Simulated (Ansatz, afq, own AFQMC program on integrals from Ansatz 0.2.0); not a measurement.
# B, doublet → B, quartet, worked out

A free B atom.

Both states at this geometry.

Basis aug-cc-pVTZ. Noble-gas cores (and the filled d shells of Ga–Kr and In–Xe) are frozen. Ansatz 0.2.0 and our own AFQMC program on the same integrals; the CISD trial comes from CCSD amplitudes, and released means the phaseless constraint is let go. Uncertainties: one standard error, sampling alone.

Total energies in eV. CBS is CCSD(T) at the limit of def2-TZVPP/QZVPP (extrapolated itself); the highest rung of each member is named.

Cautions: B (quartet): another spin lies lower.

```
    member  count  CCSD(T)/aug-cc-pVTZ  highest rung in aug-cc-pVTZ  which  CCSD(T)/CBS
B, quartet     +1            -665.7966                    -665.7978    FCI    -665.8662
B, doublet     -1            -669.3579                    -669.3700    FCI    -669.4636
```

Question: Work out the best estimate of the vertical spin gap: the CCSD(T)/CBS difference plus the step from CCSD(T) to the highest rung.

Answer: Sums with the counts: CCSD(T)/CBS 3.5974 eV, highest rung 3.5722 eV, CCSD(T)/aug-cc-pVTZ 3.5613 eV. The step is 3.5722 − 3.5613 = 0.0109 eV, so the best estimate is 3.5974 + (0.0109) = 3.6083 eV = 348.1 kJ/mol. The basis set is worth 0.036 eV of it. Zero-point, core-correlation and spin–orbit terms aren't in it.

Best estimates are given only where the step beyond CCSD(T) is under 0.3 eV and no member's determinant is very poor (T1 over 0.05, or 0.07 for open shells, ⟨S²⟩ too high by 0.3, two states mixed), so the hardest cases are missing from such tables.

Each member of a difference takes its own highest rung, so a best estimate needn't equal the limit plus the step of one row.
